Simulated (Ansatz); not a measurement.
Born–Oppenheimer molecular dynamics of CH4AlCl (7 atoms, charge 0, multiplicity 1). It starts from a relaxed structure.

These are results of RKS PBE/def2-mTZVP in Ansatz 0.2.0, not measurements.

```
ensemble        : NVT, Langevin thermostat
time step       : 1 fs
steps asked     : 150
set temperature : 1500 K
friction        : 0.005 /fs
seed            : 559345
```

Frames 1 fs apart, positions in Å, forces in eV/Å.

Velocities at 50 fs (Å/ps):

```
Al 4.06 -8.07 3.10
Cl 2.43 0.98 -4.85
H -10.94 42.35 33.02
C 1.35 -6.90 -2.12
H -7.16 -10.78 36.32
H -28.89 1.99 35.56
H -37.44 17.81 -6.71
```

```xyz
7
Properties=species:S:1:pos:R:3:forces:R:3 time_fs=50 energy_less_start_eV=0.346 T=722
Al -0.053 -0.187 0.002 0.04 0.19 0.34
Cl 0.115 0.212 2.203 -0.18 -0.28 -1.31
H 1.329 -0.055 -0.851 -0.29 -0.09 0.37
C -1.789 -0.409 -0.978 0.10 1.03 -0.68
H -1.910 -1.346 -1.641 -0.11 1.24 1.18
H -2.638 -0.118 -0.308 0.17 -0.97 -0.38
H -1.797 0.500 -1.690 0.27 -1.11 0.47
7
Properties=species:S:1:pos:R:3:forces:R:3 time_fs=51 energy_less_start_eV=0.374 T=676
Al -0.050 -0.195 0.005 -0.22 0.32 0.42
Cl 0.117 0.213 2.199 -0.19 -0.30 -1.24
H 1.318 -0.012 -0.817 -0.07 -0.12 0.21
C -1.787 -0.416 -0.980 -0.77 1.99 0.29
H -1.918 -1.348 -1.599 -0.17 0.76 0.68
H -2.667 -0.122 -0.273 1.06 -1.18 -1.00
H -1.833 0.512 -1.693 0.36 -1.46 0.65
7
Properties=species:S:1:pos:R:3:forces:R:3 time_fs=52 energy_less_start_eV=0.414 T=595
Al -0.048 -0.204 0.008 -0.47 0.43 0.51
Cl 0.119 0.214 2.195 -0.20 -0.33 -1.18
H 1.305 0.032 -0.784 0.16 -0.13 0.04
C -1.784 -0.421 -0.983 -1.20 2.98 1.32
H -1.928 -1.334 -1.554 -0.28 -0.21 -0.07
H -2.687 -0.141 -0.251 1.55 -1.18 -1.30
H -1.864 0.512 -1.691 0.45 -1.56 0.68
7
Properties=species:S:1:pos:R:3:forces:R:3 time_fs=53 energy_less_start_eV=0.444 T=531
Al -0.046 -0.212 0.010 -0.69 0.52 0.60
Cl 0.121 0.214 2.191 -0.22 -0.35 -1.13
H 1.293 0.075 -0.754 0.36 -0.12 -0.11
C -1.783 -0.424 -0.985 -1.23 3.77 2.30
H -1.937 -1.319 -1.510 -0.42 -1.39 -0.86
H -2.694 -0.168 -0.242 1.69 -1.05 -1.31
H -1.889 0.497 -1.683 0.50 -1.37 0.51
7
Properties=species:S:1:pos:R:3:forces:R:3 time_fs=54 energy_less_start_eV=0.416 T=655
Al -0.045 -0.221 0.012 -0.79 0.60 0.63
Cl 0.123 0.214 2.188 -0.23 -0.38 -1.06
H 1.286 0.120 -0.726 0.46 -0.13 -0.20
C -1.783 -0.424 -0.985 -0.95 3.66 2.96
H -1.949 -1.316 -1.473 -0.47 -2.16 -1.34
H -2.683 -0.203 -0.246 1.51 -0.80 -1.06
H -1.907 0.465 -1.669 0.47 -0.79 0.07
7
Properties=species:S:1:pos:R:3:forces:R:3 time_fs=55 energy_less_start_eV=0.335 T=767
Al -0.046 -0.230 0.016 -0.77 0.70 0.59
Cl 0.126 0.213 2.184 -0.24 -0.40 -0.98
H 1.283 0.165 -0.700 0.46 -0.15 -0.24
C -1.784 -0.422 -0.982 -0.39 2.12 3.02
H -1.966 -1.329 -1.445 -0.31 -1.97 -1.29
H -2.657 -0.247 -0.261 0.91 -0.43 -0.46
H -1.917 0.426 -1.650 0.34 0.13 -0.65
7
Properties=species:S:1:pos:R:3:forces:R:3 time_fs=56 energy_less_start_eV=0.307 T=795
Al -0.047 -0.240 0.020 -0.62 0.83 0.48
Cl 0.128 0.213 2.179 -0.26 -0.43 -0.89
H 1.285 0.208 -0.680 0.34 -0.22 -0.21
C -1.787 -0.417 -0.976 0.45 -0.52 2.40
H -1.986 -1.364 -1.429 0.08 -0.80 -0.80
H -2.621 -0.297 -0.278 -0.15 0.00 0.48
H -1.921 0.391 -1.636 0.15 1.13 -1.46
7
Properties=species:S:1:pos:R:3:forces:R:3 time_fs=57 energy_less_start_eV=0.401 T=705
Al -0.048 -0.249 0.024 -0.38 0.98 0.33
Cl 0.130 0.213 2.175 -0.27 -0.45 -0.81
H 1.292 0.252 -0.664 0.14 -0.31 -0.14
C -1.789 -0.412 -0.968 1.38 -2.69 1.32
H -2.005 -1.408 -1.419 0.49 0.46 -0.33
H -2.589 -0.349 -0.291 -1.34 0.37 1.50
H -1.921 0.367 -1.635 -0.02 1.64 -1.88
7
Properties=species:S:1:pos:R:3:forces:R:3 time_fs=58 energy_less_start_eV=0.495 T=596
Al -0.048 -0.258 0.028 -0.15 1.14 0.18
Cl 0.132 0.214 2.171 -0.28 -0.47 -0.72
H 1.300 0.292 -0.652 -0.07 -0.42 -0.08
C -1.790 -0.411 -0.959 1.82 -3.38 0.11
H -2.019 -1.445 -1.411 0.77 1.26 -0.06
H -2.572 -0.397 -0.288 -2.02 0.60 2.04
H -1.920 0.360 -1.653 -0.08 1.27 -1.47
7
Properties=species:S:1:pos:R:3:forces:R:3 time_fs=59 energy_less_start_eV=0.500 T=622
Al -0.048 -0.267 0.033 0.08 1.30 0.02
Cl 0.134 0.214 2.165 -0.29 -0.48 -0.62
H 1.312 0.327 -0.640 -0.27 -0.53 -0.01
C -1.790 -0.413 -0.950 1.37 -2.90 -0.78
H -2.026 -1.466 -1.405 0.91 1.58 0.06
H -2.571 -0.435 -0.265 -1.77 0.75 1.72
H -1.918 0.364 -1.692 -0.03 0.28 -0.38
7
Properties=species:S:1:pos:R:3:forces:R:3 time_fs=60 energy_less_start_eV=0.504 T=492
Al -0.047 -0.275 0.037 0.26 1.43 -0.12
Cl 0.135 0.214 2.159 -0.29 -0.48 -0.52
H 1.324 0.355 -0.627 -0.43 -0.63 0.03
C -1.789 -0.416 -0.940 0.45 -2.15 -1.09
H -2.026 -1.471 -1.400 0.93 1.59 0.10
H -2.582 -0.463 -0.226 -0.94 0.89 0.85
H -1.915 0.374 -1.736 0.03 -0.65 0.75
7
Properties=species:S:1:pos:R:3:forces:R:3 time_fs=61 energy_less_start_eV=0.542 T=447
Al -0.046 -0.282 0.042 0.36 1.53 -0.24
Cl 0.136 0.213 2.154 -0.29 -0.48 -0.42
H 1.329 0.374 -0.618 -0.52 -0.69 0.05
C -1.789 -0.420 -0.933 -0.38 -1.56 -0.85
H -2.016 -1.463 -1.397 0.83 1.38 0.08
H -2.599 -0.483 -0.180 -0.04 0.98 -0.12
H -1.914 0.380 -1.769 0.04 -1.15 1.49
```

Of the whole run (150 fs, mean temperature of the second half 920 K): The mean temperature of the second half is 39 % below the set value. A run of 0.15 ps of so small a system gives no equilibrium averages.

Time of the run: 100 s on 1 thread of AMD EPYC 9R45 96-Core Processor (Zen 5), on a shared host, peak memory 0.14 GiB.
